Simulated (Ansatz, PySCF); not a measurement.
Gas-phase reaction in SMILES: O[Si]([SiH3])([SiH3])[SiH3] [hydroxy(trisilyl)silane] → O[Si]([SiH3])[SiH3] + [SiH3] (SiH3) (the Si-Si bond breaks)

Wanted: bond dissociation energy (electronic), in kcal/mol. Terms: six Cartesian d functions in 6-31G* and its kin unless marked 5d; LANL2DZ with its own core potentials from Na on; no spin-orbit coupling; non-relativistic; no dispersion term unless named; open shells spin-unrestricted; 6-311+G** with 5d, 6d on Na to Ar in Ansatz (a first-principles code); valence correlation only. Basis-set limits of correlation are two-point, X^-3; Hartree-Fock from the larger set. First-principles rows: single points at B3LYP-D3(BJ) geometries (Ansatz).

Coupled cluster (Ansatz) is a level with limits of its own, used here on species with T1 under 0.025 (0.045 for open shells) and stable references: CCSD(T)/CBS(cc-pV(T+d)Z,cc-pV(Q+d)Z).

Value to compare with, CCSD(T)/CBS(cc-pV(T+d)Z,cc-pV(Q+d)Z) (Ansatz): 75.0 kcal/mol.

```csv
level,program,bond dissociation energy (electronic) (kcal/mol),difference
SVWN5/6-31G*,Ansatz,80.6,5.6
PBE/3-21G,Ansatz,71.5,-3.5
PBE/LANL2DZ,Ansatz,66.9,-8.1
PBE/def2-SVP,Ansatz,69.4,-5.6
BP86/def2-SVP,PySCF,67.7,-7.3
B3LYP/3-21G,Ansatz,67.7,-7.3
B3LYP/6-31G*,Ansatz,67.7,-7.3
B3LYP/def2-SVP,Ansatz,67.2,-7.8
B3LYP/6-311+G**,Ansatz,65.7,-9.3
PBE0/6-31G*,Ansatz,71.2,-3.8
PBE0/6-311+G**,Ansatz,69.4,-5.6
MP2/STO-3G,Ansatz,94.9,19.9
B3PW91/6-31G* (5d),PySCF,69.0,-6.0
B3LYP/def2-TZVPD,Ansatz,66.2,-8.8
B3LYP-D3(BJ)/def2-TZVPD,Ansatz + dftd3,70.8,-4.2
```

Among the 13 habitual levels, MP2/STO-3G lies farthest from CCSD(T)/CBS(cc-pV(T+d)Z,cc-pV(Q+d)Z) (Ansatz) (19.9 kcal/mol); 2 of 13 lie above it, and their mean absolute difference is 7.5 kcal/mol, the median 7.3. One case shows no general order.

The levels are drawn from those run, B3LYP/6-31G* more often than the rest, none by its result; left out are runs that failed, that the program found above a lower state of the same kind, or whose <S^2> lies over 0.5 above the pure value.
